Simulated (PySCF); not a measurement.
Species: hydrogen cyanide, HCN.
SMILES: `C#N`

Level of theory: PBE/6-31+G* geometry optimisation, gas phase (PySCF 2.14.0).

Take the most abundant isotopes and a rigid rotor. 

(1) What are the moment of inertia and the rotational constant?

(2) List the first levels of a rigid rotor in a Σ state.

(3) Where do the first rotational lines fall?

(4) Estimate the classical rotational partition function at 50 K and 298.15 K.

Results:

(1) I = 11.673 u·Å², B = 505379 MHz·u·Å²/I = 43295 MHz (1.4442 cm⁻¹, or 2.078 K as hB/k).

(2) E(J) = BJ(J+1): J = 1: 2.888, J = 2: 8.665, J = 3: 17.330, J = 4: 28.884, J = 5: 43.325, J = 6: 60.656 cm⁻¹.

(3) The dipole is 3.00 D; J+1 ← J lies at 2B(J+1): 1 ← 0 at 86.59 GHz, 2 ← 1 at 173.18 GHz, 3 ← 2 at 259.77 GHz, 4 ← 3 at 346.36 GHz, 5 ← 4 at 432.95 GHz, 6 ← 5 at 519.55 GHz.

(4) Point group C∞v, symmetry number σ = 1; q = kT/(σhB), k/h = 20836.6 MHz/K: 24.1 at 50 K, 143 at 298.15 K.

Stationary, but not proved a minimum. No vibrational averaging or centrifugal distortion is included, and the geometry carries the error of its method.
